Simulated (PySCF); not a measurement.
## The electron affinity along the second row

All values are computed (PySCF 2.14, energy differences of UHF-based or UKS calculations, no spin-orbit coupling). Values in eV. The last column holds reference values (measured affinities from photodetachment; the arrow runs from anion to atom). Unmarked ones compare directly (S terms, centres of terms, or small fine structure); those marked * lie between the lowest fine-structure levels and include a spin-orbit shift.

```json
{"element": "Li (dyall-av2z, non-relativistic)", "configurations": "[He] 2s2 → [He] 2s1", "LDA": "0.588", "PBE": "0.511", "PBE0": "0.493", "MP2 (valence)": "0.271", "CCSD (valence)": "0.612", "CCSDT (valence)": "0.612", "reference": "0.618"}
{"element": "B (dyall-av2z, non-relativistic)", "configurations": "[He] 2s2 2p2 → [He] 2s2 2p1", "LDA": "0.754", "PBE": "0.633", "PBE0": "0.486", "MP2 (valence)": "0.154", "CCSD (valence)": "0.132", "CCSDT (valence)": "0.200", "reference": "0.280"}
{"element": "C (dyall-av2z, non-relativistic)", "configurations": "[He] 2s2 2p3 → [He] 2s2 2p2", "LDA": "1.817", "PBE": "1.602", "PBE0": "1.425", "MP2 (valence)": "1.189", "CCSD (valence)": "1.088", "CCSDT (valence)": "1.154", "reference": "1.262"}
{"element": "O (dyall-av2z, non-relativistic)", "configurations": "[He] 2s2 2p5 → [He] 2s2 2p4", "LDA": "2.068", "PBE": "1.786", "PBE0": "1.396", "MP2 (valence)": "1.280", "CCSD (valence)": "1.064", "CCSDT (valence)": "1.207", "reference": "1.461"}
{"element": "F (dyall-av2z, non-relativistic)", "configurations": "[Ne] → [He] 2s2 2p5", "LDA": "4.154", "PBE": "3.691", "PBE0": "3.275", "MP2 (valence)": "3.539", "CCSD (valence)": "n/a", "CCSDT (valence)": "n/a", "reference": "3.401"}
```

Which of these methods has the smallest mean absolute error against the measured values here?

CCSDT (valence), with 0.112 eV.

```csv
method,elements,mean error (eV),mean absolute error (eV),largest error (eV)
LDA,5,0.472,0.484,0.752
PBE,5,0.240,0.283,0.353
PBE0,5,0.011,0.137,0.207
MP2 (valence),5,-0.118,0.173,-0.347
CCSD (valence),4,-0.181,0.181,-0.397
CCSDT (valence),4,-0.112,0.112,-0.254
```

The highest occupied level of the anion is positive for Li⁻ at LDA, PBE, PBE0; B⁻ at LDA, PBE, PBE0; C⁻ at LDA, PBE, PBE0; O⁻ at LDA, PBE, PBE0; F⁻ at LDA, PBE, so there the basis helps to hold the electron.

Errors include the incompleteness of the basis and the frozen core.

"Valence" correlates the outer s and p shells and, in groups 3 to 12 and the f block, the outer d or f shell, open or full, or the next shell where the ion has no valence electron left; the wider scheme adds the next inner shell.
